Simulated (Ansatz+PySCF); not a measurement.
Values are calculated unless marked as measured or tabulated.
# Several solutions for singlet HCl

```tsv
atom	x (Å)	y (Å)	z (Å)
H	0.0000	0.0000	-2.2455
Cl	0.0000	0.0000	0.1321
```

Basis set: 6-31G (spherical functions). Charge 0, multiplicity 1.

PBE0 (unrestricted) was run from several starts with Ansatz (development build ahead of 0.2.0) and PySCF 2.14.0.

| run | program | start | converged | energy (hartree) | <S²> |
| --- | --- | --- | --- | --- | --- |
| A | Ansatz | atomic start, no search | yes | -460.47226 | 0.00 |
| B | Ansatz | stability test followed | yes | -460.48516 | 0.61 |
| C | PySCF | program defaults | yes | -460.47226 | 0.00 |
| D | Ansatz | stability test followed | yes | -460.48515 | – |
| E | Ansatz | search for the lowest state | yes | -460.48516 | 0.61 |

**Question.** Which runs reached the lowest solution of this kind, and what is wrong with the others?

**Answer.** B, D, E reached the lowest solution found. Converged but too high: A by 0.35 eV, C by 0.35 eV. Convergence only shows a stationary point, and even a stable one can lie too high; stability tests and further starts are what find lower ones. Caution: the unrestricted determinant is spin contaminated.
